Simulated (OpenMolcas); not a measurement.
# HS− (hydrosulfide) at 6 levels

Aim: a comparison of 6 runs (UHF/pcseg-0, B2PLYP/pcseg-0, SVWN5/pcseg-0, UPBE/pcseg-0, ACPF/pcseg-0, CCSD(T)/pcseg-0) of HS− (hydrosulfide). 

Program for the calculation: OpenMolcas 26.06.

**1. The structure to begin with**

HS− has 2 atoms, charge -1, and is taken as a singlet. As SMILES, `[SH-]`. The S1–H2 distance was set to 2.355 Å, away from the relaxed value.

**2. A single-point energy at UHF/pcseg-0 (run 1)**

struct.xyz

```xyz
2

S      1.436714    -0.469738     0.738731
H     -0.574700     0.187900    -0.295500
```

mol.inp

```
* HS Hartree-Fock
>>> EXPORT MOLCAS_PRINT=2

&GATEWAY
 BASLIB=$CurrDir
 COORD=struct.xyz
 BASIS=pcseg-0
 GROUP=NoSym

&SEWARD

&SCF
 UHF
 CHARGE=-1
 THRESHOLDS=1e-10 1e-07 1e-07 1e-05
 SCRAMBLE=0.25
 PRORBITALS=1 1
```

The basis set pcseg-0 is read from a file made from the Basis Set Exchange's data (not shown).

The run is started by

```
export MOLCAS_MEM=1860
pymolcas mol.inp > mol.log
```

Standard output:

```text
--- Start Module: gateway ---
[...]
--- Stop Module: gateway /rc=_RC_ALL_IS_WELL_ ---
--- Start Module: seward ---
[...]
      Basis functions           15
--- Stop Module: seward /rc=_RC_ALL_IS_WELL_ ---
--- Start Module: scf ---
[...]
       Convergence after  55 Iterations
[...]
::    Total SCF energy                               -397.5196304259
[...]
      Total spin, S                                     0.4805073456
[...]
      Total electronic charge=   18.000000
      Total            charge=   -1.000000
[...]
      Dipole Moment (debye):
      Origin of the operator (angstrom)=    1.3752   -0.4496    0.7071
                   X=  8.5904E-01               Y= -2.8086E-01               Z=  4.4170E-01           Total=  1.0059E+00
      Center of Charge (angstrom)
[...]
--- Stop Module: scf /rc=_RC_ALL_IS_WELL_ ---
[...]
```

Run time: 2.8 s. Hardware: 1 thread of Arm Neoverse V1, shared host; peak memory 0.37 GiB.

**3. A single-point energy at B2PLYP/pcseg-0 (run 2)**

struct.xyz is that of step 2.

mol.inp

```
* HS Kohn-Sham DFT
&GATEWAY
BasLib=$CurrDir
Coord=struct.xyz
Basis=pcseg-0
Group=NoSym
&SEWARD
GridInput
Grid=UltraFine
End of Grid
&SCF
Charge=-1
KSDFT=B2PLYP_SCF
Thresholds=1e-10 1e-07 1e-07 1e-05
PrOrbitals=1 1
&MBPT2
Frozen=5
```

The basis set pcseg-0 is read from a file made from the Basis Set Exchange's data (not shown).

The run is started by

```
export MOLCAS_MEM=1860
pymolcas mol.inp > mol.log
```

Standard output:

```text
--- Start Module: gateway ---
[...]
--- Stop Module: gateway /rc=_RC_ALL_IS_WELL_ ---
[...]
      Basis functions           15
[...]
--- Start Module: scf ---
[...]
       Convergence after  14 Iterations
[...]
::    Total KS-DFT energy                            -398.0188638378
[...]
      Total spin, S                                     0.0000000000
[...]
      Total electronic charge=   18.000000
      Total            charge=   -1.000000
[...]
      Dipole Moment (debye):
      Origin of the operator (angstrom)=    1.3752   -0.4496    0.7071
                   X=  2.7202E+00               Y= -8.8939E-01               Z=  1.3987E+00           Total=  3.1854E+00
      Center of Charge (angstrom)
[...]
--- Stop Module: scf /rc=_RC_ALL_IS_WELL_ ---
[...]
--- Start Module: mbpt2 ---
[...]
 ###    WARNING: MP2 implementation intended for RHF references only         ###
 ###############################################################################
MBPT2 WARNING: Reference function according to RunFile:KS-DFT
I'll assume you know what you're doing and continue
WARNING!
Default frozen orbitals as non valence orbitals is overwritten by user input.
Default values:   5
[...]
       Reference weight ( Cref**2 )         =        0.91342
::    Total MBPT2 energy                             -398.1045611926
[...]
      Total MBPT2 calculations                           0.03      0.04
--- Stop Module: mbpt2 /rc=_RC_ALL_IS_WELL_ ---
[...]
```

It took 3.3 s on 1 thread of Arm Neoverse V1, shared host; peak memory 0.37 GiB.

**4. A single-point energy at SVWN5/pcseg-0 (run 3)**

struct.xyz is that of step 3.

mol.input

```
&GATEWAY
 BasLib=$CurrDir
 Coord=struct.xyz
 Basis=pcseg-0
 Group=NoSym

&SEWARD
 GridInput
 Grid=UltraFine
 End of Grid

&SCF
 Charge=-1
 KSDFT=SVWN5
 Thresholds=1e-10 1e-07 1e-07 1e-05
 PrOrbitals=1 1
```

The basis set pcseg-0 is read from a file made from the Basis Set Exchange's data (not shown).

The run is started by

```
export MOLCAS_MEM=1860
pymolcas mol.input > mol.log
```

Standard output:

```text
--- Start Module: gateway ---
[...]
--- Stop Module: gateway /rc=_RC_ALL_IS_WELL_ ---
--- Start Module: seward ---
[...]
      Basis functions           15
--- Stop Module: seward /rc=_RC_ALL_IS_WELL_ ---
--- Start Module: scf ---
[...]
       Convergence after  16 Iterations
[...]
::    Total KS-DFT energy                            -396.8539444664
[...]
      Total spin, S                                     0.0000000000
[...]
      Total electronic charge=   18.000000
      Total            charge=   -1.000000
[...]
      Dipole Moment (debye):
      Origin of the operator (angstrom)=    1.3752   -0.4496    0.7071
                   X=  1.9479E+00               Y= -6.3687E-01               Z=  1.0016E+00           Total=  2.2810E+00
      Center of Charge (angstrom)
[...]
--- Stop Module: scf /rc=_RC_ALL_IS_WELL_ ---
[...]
```

Run time: 3.3 s. Hardware: 1 thread of Arm Neoverse V1, shared host; peak memory 0.37 GiB.

Runs 4 to 5 aren't shown in full; the table further down has their settings and results.

**5. The energy at CCSD(T)/pcseg-0 (run 6)**

struct.xyz is that of step 4.

mol.inp

```
* HS CCSD(T)

&GATEWAY
 BasLib
 $CurrDir
 Coord
 struct.xyz
 Basis
 pcseg-0
 Group
 NoSym

&SEWARD

&SCF
 Charge
 -1
 Thresholds
 1e-10 1e-07 1e-07 1e-05
 PrOrbitals
 1 1

&RASSCF
 FileOrb
 $Project.ScfOrb
 Spin
 1
 Nactel
 0 0 0
 Inactive
 9
 Ras2
 0
 OutOrbitals
 Canonical
 OrbListing
 Nothing

&MOTRA
 JobIph
 Frozen
 5

&CCSDT
 CCT
 Triples
 2
 Iterations
 80
 Accuracy
 1e-08
 Extrapolation
 5 4
```

The basis set pcseg-0 is read from a file made from the Basis Set Exchange's data (not shown).

The run is started by

```
export MOLCAS_MEM=1860
pymolcas mol.inp > mol.log
```

Standard output:

```text
--- Start Module: gateway ---
[...]
--- Stop Module: gateway /rc=_RC_ALL_IS_WELL_ ---
[...]
      Basis functions           15
[...]
       Convergence after  13 Iterations
[...]
::    Total SCF energy                               -397.4955388118
[...]
      Total spin, S                                     0.0000000000
[...]
      Number of active orbitals                  0
[...]
      Spin quantum number                      0.0
[...]
      Active orbitals                            0
[...]
      Number of CSFs                             1
[...]
      Number of root(s) required                 1
[...]
      Convergence after  4 iterations
[...]
      Natural orbitals and occupation numbers for root  1
      ************************************************************************************************************************
      *                                                    Final results                                                     *
      ************************************************************************************************************************
[...]
::    RASSCF root number  1 Total energy:   -397.49553881
[...]
      Total electronic charge=   18.000000
      Total            charge=   -1.000000
[...]
      Dipole Moment (debye):
      Origin of the operator (angstrom)=    1.3752   -0.4496    0.7071
                   X=  3.2571E+00               Y= -1.0649E+00               Z=  1.6748E+00           Total=  3.8142E+00
      Center of Charge (angstrom)
[...]
--- Start Module: motra ---
[...]
      *** WARNING: Default frozen orbitals is overwritten by user input.
      *** Default values:   5
[...]
--- Stop Module: motra /rc=_RC_ALL_IS_WELL_ ---
--- Start Module: ccsdt ---
[...]
      Convergence after                    16  Iterations
      Total energy (diff) :    -397.58120053       0.00000001
[...]
 METHOD                       : CCSD+T(CCSD)+<T3(1)WT1> = CCSD(T)
[...]
       CCSD     =      -397.5812005278681
[...]
--- Stop Module: ccsdt /rc=_RC_ALL_IS_WELL_ ---
[...]
```

It took 2.4 s on 1 thread of Arm Neoverse V1, shared host; peak memory 0.37 GiB.

**6. All runs side by side**

| run | level | scramble | frozen core orbitals | energy (Eh) | HOMO energy (eV) | LUMO energy (eV) | HOMO–LUMO gap (eV) | wall time |
| --- | --- | --- | --- | --- | --- | --- | --- | --- |
| 1 | UHF/pcseg-0 | 0.25 | – | -397.519630 | -1.31 | 8.02 | 9.33 | 2.8 s |
| 2 | B2PLYP/pcseg-0 | – | 5 | -398.042002 | -0.46 | 4.96 | 5.42 | 3.3 s |
| 3 | SVWN5/pcseg-0 | – | – | -396.853944 | 2.37 | 2.81 | 0.43 | 3.3 s |
| 4 | UPBE/pcseg-0 | 0.25 | – | -398.057114 | 2.32 | 2.84 | 0.52 | 5.4 s |
| 5 | ACPF/pcseg-0 | – | 5 | -397.587269 | -2.78 | 7.06 | 9.83 | 1.9 s |
| 6 | CCSD(T)/pcseg-0 | – | 5 | -397.583704 | -2.78 | 7.06 | 9.83 | 2.4 s |

**7. Results**

```
                                                    quantity          value
                                         run 6: total energy  -397.58370 Eh
                  run 6: HOMO energy (Hartree–Fock orbitals)       -2.78 eV
                  run 6: LUMO energy (Hartree–Fock orbitals)        7.06 eV
run 6: HOMO–LUMO gap (to an unbound level, set by the basis)        9.83 eV
          run 6: correlation energy (5 core orbitals frozen)      -88.2 mEh
                                       run 6: (T) correction      -2.50 mEh
```

What this shows: Below the UHF energy at the same shape and in the same basis (pcseg-0): ACPF -67.6 mEh; CCSD(T) -64.1 mEh. Some of these start from another determinant than that one, so these aren't their correlation energies. Over runs 1, 2, 3, 4 the HOMO–LUMO gap runs from 0.43 eV (SVWN5/pcseg-0) to 9.33 eV (UHF/pcseg-0). The empty levels of an anion lie above zero and hang on the basis. For B2PLYP the log adds the whole second-order term; the table takes 0.27 of it, as the functional is defined. Totals of different functionals can't be ranked against each other. In runs 3, 4 the HOMO lies above zero, so the outermost electron may be held by the basis alone. Spin contamination of the reference: run 1 ⟨S²⟩ = 0.71. Where it is this large, the reference is a mixture of spin states, and values that rest on it are in doubt. All runs together took 19 s, the longest 5.4 s.
